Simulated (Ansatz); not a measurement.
## Scan of [H···H···SiH3], doublet

Starting geometry:

```yaml
atoms:
  - { symbol: H, position_ang: [-2.4285, 0.0000, 0.0000] }
  - { symbol: H, position_ang: [-1.6835, 0.0000, 0.0000] }
  - { symbol: Si, position_ang: [0.0895, 0.0000, 0.0000] }
  - { symbol: H, position_ang: [0.5395, -1.4163, 0.0000] }
  - { symbol: H, position_ang: [0.5395, 0.7081, -1.2265] }
  - { symbol: H, position_ang: [0.5395, 0.7081, 1.2265] }
```

From there H2 is moved from one fragment to the other while all else, the fragments' distance too, stays fixed; atoms are numbered as listed. Energies are in eV, counted from the starting geometry at the same level. Kohn–Sham curves are unrestricted where that lies lower.

Basis cc-pVTZ; Ansatz 0.2.0. Correlated methods freeze the noble-gas cores. R marks a restricted (for open shells ROHF) determinant, U an unrestricted one.

Full CI isn't at hand for all of this; UCCSDT(Q) serves as the reference, and is uncertain by about the last step of the cluster series.

| distance H1-H2 (Å) | B97M-V |
| --- | --- |
| 0.745 | 0.000 |
| 0.793 | -0.029 |
| 0.888 | 0.010 |
| 0.983 | 0.125 |
| 1.078 | 0.314 |

Task: Estimate the UCCSDT(Q) curve in cc-pVTZ from this one, knowing how B97M-V errs.

Result: The computed UCCSDT(Q) values, in eV from the starting point, and the error of B97M-V against them:
| distance H1-H2 (Å) | UCCSDT(Q) | B97M-V less UCCSDT(Q) |
| --- | --- | --- |
| 0.745 | 0.000 | 0.000 |
| 0.793 | -0.006 | -0.023 |
| 0.888 | 0.061 | -0.051 |
| 0.983 | 0.156 | -0.032 |
| 1.078 | 0.284 | 0.029 |

The error spans 0.080 eV and is largest, -0.051 eV, at 0.888 Å.
